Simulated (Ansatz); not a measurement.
`O=S(=O)(F)Cl`, 5 atoms. Charge 0, multiplicity 1. All runs use 4 threads of an Arm Neoverse V1 on a shared host. Correlated methods freeze the cores. Open-shell runs search over several starts.

(1) Give the basis size and wall time and peak host memory of each of these runs in Ansatz. UHF-MP2/def2-QZVPP energy of the cation; RKS ωB97M-V/def2-QZVPP energy; RHF-MP2/def2-QZVPP energy; RKS PBE0-D4/def2-SVP energy; UKS B3LYP-D4/def2-TZVPP energy of the cation; RKS PBE-D4/def2-TZVPP energy and forces; RKS PBE0-D4/def2-TZVP relaxation (8 steps); RKS PBE0-D4/def2-QZVPP energy; RHF-CCSD(T)/def2-TZVPP energy; RKS r2SCANh-D4/def2-TZVPP energy; RHF-CCSD(T)/def2-SVP energy; UHF-CCSD(T)/def2-TZVPP energy of the cation. (Estimate.)

## Answers

(1) The calculation gave: Other jobs shared the machine, so times are rough.

| level | job | functions | wall time | peak host memory (GiB) |
| --- | --- | --- | --- | --- |
| RKS PBE0-D4/def2-SVP | energy | 78 | 0.7 s | 0.14 |
| RHF-CCSD(T)/def2-SVP | energy | 78 | 1 s | 0.19 |
| RKS PBE-D4/def2-TZVPP | energy and forces | 177 | 1.4 s | 0.21 |
| RKS r2SCANh-D4/def2-TZVPP | energy | 177 | 4.3 s | 0.42 |
| RKS PBE0-D4/def2-QZVPP | energy | 311 | 4.8 s | 0.86 |
| UKS B3LYP-D4/def2-TZVPP | energy of the cation | 177 | 7 s | 0.55 |
| RHF-MP2/def2-QZVPP | energy | 311 | 10 s | 1.1 |
| RKS ωB97M-V/def2-QZVPP | energy | 311 | 12 s | 1 |
| RHF-CCSD(T)/def2-TZVPP | energy | 177 | 15 s | 1.2 |
| RKS PBE0-D4/def2-TZVP | relaxation (8 steps) | 167 | 18 s | 0.38 |
| UHF-MP2/def2-QZVPP | energy of the cation | 311 | 2.3 min | 1.3 |
| UHF-CCSD(T)/def2-TZVPP | energy of the cation | 177 | 4.9 min | 4.5 |

B3LYP here is the variant with VWN-RPA as its local correlation; programs differ in this.
